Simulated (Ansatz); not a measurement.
Relaxation of BF₂H (4 atoms, charge 0, multiplicity 1), to a largest force component of 0.03 eV/Å in at most 50 steps.

The calculation used RKS r2SCAN-D4/def2-SVPD in Ansatz.

```xyz
4
Properties=species:S:1:pos:R:3
B 0.261 0.000 0.203
H 0.249 0.000 1.387
F 1.436 0.000 -0.391
F -0.822 0.000 -0.550
```

**Question.** Where does it end, and by what steps?

**Answer.** The forces met the threshold. After 3 steps the energy has fallen by 0.014 eV; H2 moved furthest, 0.03 Å.

```json
{"step": "0", "energy less start (eV)": "0.0000", "largest force component (eV/Å)": "0.367", "accepted": "yes"}
{"step": "1", "energy less start (eV)": "-0.0113", "largest force component (eV/Å)": "0.151", "accepted": "yes"}
{"step": "2", "energy less start (eV)": "-0.0141", "largest force component (eV/Å)": "0.116", "accepted": "yes"}
{"step": "3", "energy less start (eV)": "-0.0143", "largest force component (eV/Å)": "0.012", "accepted": "yes"}
```

```xyz
4
Properties=species:S:1:pos:R:3
B 0.278 0.000 0.206
H 0.217 0.000 1.400
F 1.443 0.000 -0.420
F -0.814 0.000 -0.537
```

Whether the end is a true minimum wasn't checked by a vibrational analysis.

The run took 8.6 s on 1 thread of Arm Neoverse V2 (shared host), peak memory 0.12 GiB.
